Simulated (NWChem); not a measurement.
O cation, quartet

Computed with NWChem. Spin-unrestricted. No stability test was run on the SCF state.

Question: Predict the results for PBE/aug-cc-pVDZ. Quantities: highest occupied level (eV); lowest empty minus highest occupied level, either spin (eV); <S²>.

Answer: 
```yaml
highest occupied level (eV): -26.41
lowest empty minus highest occupied level, either spin (eV): 5.76
"<S²>": 3.75
```
